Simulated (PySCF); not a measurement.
# Working out the ionisation energy of S

S [Ne] 3s2 3p4 (3P) → S+ [Ne] 3s2 3p3 (4S). Computed with PySCF 2.14 in x2c-TZVPall, with scalar relativity by spin-free X2C-1e. Frozen: [Ne]. Energies in hartree (1 hartree = 27.21139 eV):

```json
{"part": "UHF", "S (lower)": "-398.584395", "S+ (upper)": "-398.245528"}
{"part": "CCSD correlation", "S (lower)": "-0.137912", "S+ (upper)": "-0.107496"}
{"part": "(T)", "S (lower)": "-0.004620", "S+ (upper)": "-0.003462"}
```

Task: What does Hartree-Fock give?

Result: (-398.245528) − (-398.584395) = 0.338867 hartree = 9.221 eV.

Task: What do CCSD and CCSD(T) give?

Result: The CCSD correlation energies differ by 0.030416 hartree = 0.828 eV and the triples by 0.001158 hartree = 0.032 eV, so CCSD gives 10.049 eV and CCSD(T) 10.081 eV.

Measured between the centres of the two terms (NIST): 10.336 eV, so CCSD(T) (valence) is off by -0.255 eV.

What remains against the reference includes basis incompleteness, the frozen core and higher excitations.
